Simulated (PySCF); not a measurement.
Bonds (- single, = double, # triple, : aromatic): C1-C2, C2-C3, C2-N4. C1 carries H5, H6, H7; C2 carries H8; C3 carries H9, H10, H11; N4 carries H12, H13.

GIAO shifts from PySCF 2.14.0 with density-fitted response routines on PBE0-D3(BJ)/def2-SVP geometries (one conformer, non-relativistic, equivalent nuclei averaged), against TMS at the same level and in the same medium; PCM means IEF-PCM chloroform.

Measured (solution, not stated per compound (mostly CDCl3 or CCl4); Pretsch, Buehlmann, Badertscher, Structure Determination of Organic Compounds, 4th ed. (2009)): C2 43.0, C1/C3 26.5, H8 3.07, H5/H6/H7/H9/H10/H11 1.03 ppm.

Problem. Which unscaled values do B97-2/pcSseg-2, gas; PBE0/pcSseg-1, PCM; WP04/pcSseg-1, PCM; wB97X-D/pcSseg-1, PCM give, and how close are they?

Solution. 
| atoms | measured | B97-2/pcSseg-2, gas | PBE0/pcSseg-1, PCM | WP04/pcSseg-1, PCM | wB97X-D/pcSseg-1, PCM |
| --- | --- | --- | --- | --- | --- |
| C2 | 43.0 | 47.1 | 44.9 | 48.5 | 44.3 |
| C1/C3 | 26.5 | 27.1 | 26.9 | 26.8 | 27.1 |
| H8 | 3.07 | 3.28 | 3.08 | 2.93 | 2.96 |
| H5/H6/H7/H9/H10/H11 | 1.03 | 0.94 | 0.96 | 0.96 | 0.98 |

Mean absolute error for ¹³C: B97-2/pcSseg-2, gas 2.4, PBE0/pcSseg-1, PCM 1.1, WP04/pcSseg-1, PCM 2.9, wB97X-D/pcSseg-1, PCM 0.9 ppm.

Mean absolute error for ¹H: B97-2/pcSseg-2, gas 0.15, PBE0/pcSseg-1, PCM 0.04, WP04/pcSseg-1, PCM 0.10, wB97X-D/pcSseg-1, PCM 0.08 ppm.
